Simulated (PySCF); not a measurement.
Computed NMR parameters against published values

Numbering as in the mapped SMILES `[CH3:1][CH2:2][NH2:3]`. Hydrogens are named by the atom that carries them.

The experiment to reproduce: δ 13C C2 36.9; C1 19.0; δ 1H H(C2) 2.66; H(C1) 1.11 ppm (measured; solution, not stated per compound (mostly CDCl3 or CCl4); Pretsch, Buehlmann, Badertscher, Structure Determination of Organic Compounds, 4th ed. (2009)).

PySCF 2.14.0 with density-fitted response routines calculation with PBE0-D3(BJ)/def2-SVP geometry and shieldings: GIAO PBE0/pcSseg-1; fast rotation and ring inversion assumed for equivalent nuclei, relativity neglected, in vacuum, a single conformation.

(1) Set the calculated values beside the experiment.

(2) How far are the unscaled 13C shifts from the references?

(3) How far are the unscaled 1H shifts from the references?

Results:

(1) 
Reference values: measured (solution, not stated per compound (mostly CDCl3 or CCl4); Pretsch, Buehlmann, Badertscher, Structure Determination of Organic Compounds, 4th ed. (2009)).
| atoms | quantity | reference | computed | computed, scaled |
| --- | --- | --- | --- | --- |
| C2 | δ 13C | 36.9 | 40.4 | 38.4 |
| C1 | δ 13C | 19.0 | 19.5 | 18.1 |
| H(C2) | δ 1H | 2.66 | 2.72 | 2.79 |
| H(C1) | δ 1H | 1.11 | 1.09 | 1.24 |

Computed shifts are σ(ref) − σ with the named reference compound (TMS for H and C) calculated as an isolated molecule at the same level. The measured values may be among those fitted. Empirical linear scaling, fitted to shifts measured mostly in CDCl3 for H and C (δ vs TMS): 13C (scatter 1.9 ppm rms, 2.3 ppm with the 23 outliers that the fit left out); 1H (scatter 0.21 ppm rms, 0.22 ppm with the 3 outliers that the fit left out). Occasional misses reach two or three times the rms, and more in compound classes unlike the fitted ones. Hydrogens on heteroatoms aren't scaled, only referred to computed TMS.

(2) Mean signed difference +2.00 ppm, mean absolute 2.00 ppm over 2 comparisons; the largest is +3.5 ppm at C2 (sp3 CH2 bonded to N).

(3) Mean signed difference +0.02 ppm, mean absolute 0.04 ppm over 2 comparisons; the largest is +0.06 ppm at H(C2) (hydrogen on an sp3 CH2 bonded to N).
